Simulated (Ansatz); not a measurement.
Boron trifluoride (`FB(F)F`), relaxed with RKS PBE-D4/def2-SVP in Ansatz from a rough embedded geometry. The force threshold is 0.03 eV/Å; the program also tests the step.

The species carries charge 0 and has multiplicity 1.

Start:

```xyz
4

F     1.262    0.439    0.592
B    -0.009   -0.018    0.011
F     0.005   -0.711   -1.261
F    -1.257    0.290    0.658
```

```csv
step,energy (eV),largest force (eV/Å),largest move (Å)
1,-8815.2022,4.265,0.000
2,-8815.5462,3.625,0.197
3,-8816.2062,0.723,0.175
4,-8816.2237,0.140,0.013
5,-8816.2245,0.002,0.003
```

End:

```xyz
4

F     1.141    0.395    0.541
B     0.000    0.000    0.000
F     0.005   -0.655   -1.149
F    -1.146    0.260    0.608
```

It took 1.2 s on 4 threads of an Intel Xeon 6975P-C on a shared host, with 0.12 GiB of host memory at the peak.
